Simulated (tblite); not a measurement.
Species: C5H4F (doublet state).
InChI=1S/C5H4F/c6-5-3-1-2-4-5/h1-4H

Structure optimised with GFN2-xTB, isolated species. This method treats the open shell by occupation alone, without spin polarisation.

Take the most abundant isotopes and a rigid rotor. 

(1) Give the principal moments of inertia and the rotational constants in cm⁻¹.

(2) Classify the top.

(3) Is it planar, by Δ = Ic − Ia − Ib?

(4) List the rotational levels J(Ka,Kc) to J = 3 (cm⁻¹).

(5) Estimate the classical rotational partition function at 10 K, 25 K and 298.15 K.

Answers

(1) Ia = 58.36, Ib = 141.45, Ic = 199.81 u·Å²; 505379 MHz·u·Å²/I gives 8659, 3573 and 2529 MHz, that is A = 0.28884, B = 0.11918, C = 0.08437 cm⁻¹.

(2) An asymmetric top. Ray's parameter κ = (2B − A − C)/(A − C) = -0.659; −1 is the prolate and +1 the oblate limit.

(3) Planar: Δ = Ic − Ia − Ib = 0.00 u·Å². For a rigid frame Δ = −2 Σ m c², so it vanishes when all atoms lie in the ab plane; here none is more than 0.01 Å from it.

(4) Above 0(0,0):
J = 1: 1(0,1) 0.2035, 1(1,1) 0.3732, 1(1,0) 0.4080
J = 2: 2(0,2) 0.6058, 2(1,2) 0.7455, 2(1,1) 0.8499, 2(2,1) 1.3589, 2(2,0) 1.3637
J = 3: 3(0,3) 1.1977, 3(1,3) 1.3011, 3(1,2) 1.5095, 3(2,2) 1.9695, 3(2,1) 1.9931, 3(3,1) 2.9077, 3(3,0) 2.9081

(5) Point group C2v, symmetry number σ = 2; q = (√π/σ)·√((kT/h)³/(ABC)), k/h = 20836.6 MHz/K: 301 at 10 K, 1190 at 25 K, 49100 at 298.15 K.

For this open shell read J as N, the rotation without spin; fine and hyperfine splittings come on top. Its GFN2-xTB frequencies are all real (lowest 242 cm⁻¹). Zero-point vibration and centrifugal distortion are left out.

All values are computed, not measured.
